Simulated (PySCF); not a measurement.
**Substituent effects on chemical shifts**

Parent skeleton `[Cl:1][c:2]1[cH:3][cH:4][cH:5][cH:6][cH:7]1`; one hydrogen on atom 4 is replaced by X. Hydrogens on one atom are averaged.

- GIAO PBE0/pcSseg-1 shieldings
- structure optimised with GFN2-xTB
- code: PySCF 2.14
- no relativistic terms, in vacuum, single conformer

δ = σ(ref) − σ, references computed at the same level: HCl for $^{35}$Cl; TMS for $^{13}$C, $^{1}$H.

Parent (X = H): Cl1 238.6, C2 146.2, C3 134.9, C4 135.2, C5 131.6, C6 135.2, C7 134.9, H(C3) 7.62, H(C5) 7.47 ppm. Effects are Δδ = δ(X) − δ(H), positive for deshielding.

Task: Give Δδ (ppm) for X = SH, CN, N=CH2, OCH3.

Result: 
| X | SMILES | Cl1 | C2 | C3 | C4 | C5 | C6 | C7 | H(C3) | H(C5) |
| --- | --- | --- | --- | --- | --- | --- | --- | --- | --- | --- |
| SH | Sc1cccc(Cl)c1 | +2.4 | +0.3 | -2.8 | +9.6 | -4.0 | +0.2 | -5.2 | -0.37 | -0.30 |
| CN | N#Cc1cccc(Cl)c1 | +12.0 | +1.2 | +5.3 | -16.0 | +5.9 | +0.5 | +4.0 | +0.30 | +0.32 |
| N=CH2 | C=Nc1cccc(Cl)c1 | +0.8 | +0.3 | -13.9 | +23.0 | -3.9 | +0.1 | -3.6 | -0.80 | -0.16 |
| OCH3 | COc1cccc(Cl)c1 | +1.4 | +0.3 | -20.9 | +32.2 | -10.0 | +0.3 | -9.0 | -0.88 | -0.40 |

Task: Which position responds most, and to which substituents?

Result: C4: from -16.0 ppm with CN to +32.2 ppm with OCH3.
